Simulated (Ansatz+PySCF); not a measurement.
**doublet C2H2(+): levels of theory in one basis**

```
atom   x (Å)   y (Å)    z (Å)
   C  0.0000  0.0000  -0.6467
   C  0.0000  0.0000   0.6467
   H  0.0000  0.0000   1.7263
   H  0.0000  0.0000  -1.7263
```

Basis set: cc-pVTZ (spherical functions). Left uncorrelated: 2 orbitals. Correlation on ROHF uses semicanonical orbitals with singles. Charge 1, multiplicity 2.

Computed with Ansatz (development build ahead of 0.2.0) and PySCF 2.14.0; each method stands on the lowest determinant of its kind that the runs found.

| method | E − E(ROHF) (eV) | <S²> of the determinant |
| --- | --- | --- |
| ROHF | 0.00 | 0.75 |
| UHF | -0.07 | 0.80 |
| ROHF-MP2 | -6.97 | – |
| UHF-MP2 | -6.85 | 0.80 |

Q: What does ROHF-CCSD(T) give on the same scale?

A: -7.92 eV.

Q: Is a single determinant a sound starting point here?

A: By this sign, yes. Unrestricted orbitals gain 0.07 eV and <S²> is 0.80 against 0.75 for a pure state.

Caution for UHF, UHF-MP2: the determinant breaks the point group. Caution for ROHF-MP2, UHF-MP2: forces differ strongly between restricted and unrestricted references; MP2 on this radical cation hangs on the determinant chosen. Caution for UHF-MP2: another reference gives a lower total.
